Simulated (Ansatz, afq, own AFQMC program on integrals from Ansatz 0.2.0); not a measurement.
**Where AFQMC and coupled cluster stand for GeHO, doublet**

```xyz
3

Ge    0.0000    0.0134    0.3432
O     0.0000   -0.1072   -1.4387
H     0.0000    0.7369   -1.8995
```

Connectivity, by distances: Ge–OH.

Basis cc-pVDZ. Only valence electrons are correlated. Ansatz 0.2.0 and our own AFQMC program on the same integrals; the CISD trial comes from CCSD amplitudes, and released means the phaseless constraint is let go. Free projection: walkers drawn from exp(T), propagated without any constraint. Its projection time is finite, and what remains of the start isn't in its error. Uncertainties: one standard error, sampling alone. No spin–orbit coupling.

Determinant: UHF, the one that the program's search chose, which needn't be the lowest solution. The geometry is a PBE0/def2-TZVP stationary point of this or a neighbouring charge and spin state.

No full CI on the walks' own integrals is used here; CCSDT(Q) serves as the reference and is uncertain by about the last step of the cluster series.

Cautions: no relativity below Rb; no spin-orbit coupling; inner d shell frozen; the ph-AFQMC/CISD walk drifts between its halves (2.1 errors).

The T1 diagnostic is 0.0229, the weight of the determinant in the CISD state is 0.890 and the ⟨S²⟩ of the determinant is 0.764. The size of the correlated space is 11 electrons in 31 orbitals.

Reference: CCSDT(Q), correlation energy -7.506 eV. The released energy is read at 1.50 1/Eh (meV from the phaseless value at times in 1/Eh: -20 ± 19 at 0.24, -27 ± 15 at 0.50, -28 ± 23 at 1.00, -15 ± 14 at 1.50).

| level | E − E(reference) (kJ/mol) | share of correlation (%) |
| --- | --- | --- |
| HF | 724.2 | 0.00 |
| MP2 | 65.1 | 91.01 |
| CCSD | 22.5 | 96.90 |
| CCSD(T) | 4.0 | 99.45 |
| CCSDT | 2.4 | 99.66 |
| ph-AFQMC/HF | -5.7 ± 7.5 | 100.79 |
| ph-AFQMC/CISD | 2.9 ± 1.7 | 99.59 |
| released AFQMC | 1.5 ± 1.4 | 99.79 |
| free AFQMC | -0.5 ± 1.5 | 100.07 |

Free projections are given only where their last times agree within the noise and don't stop above the reference; a slow remainder of the start can still hide under it. A walk keeps the symmetry of its determinant, which the program's search chose and which needn't be the lowest solution, so a lower state of the same spin and another symmetry isn't excluded. Released energies are given only where the last usable release times agree within the noise; a slower fall can still hide under it.
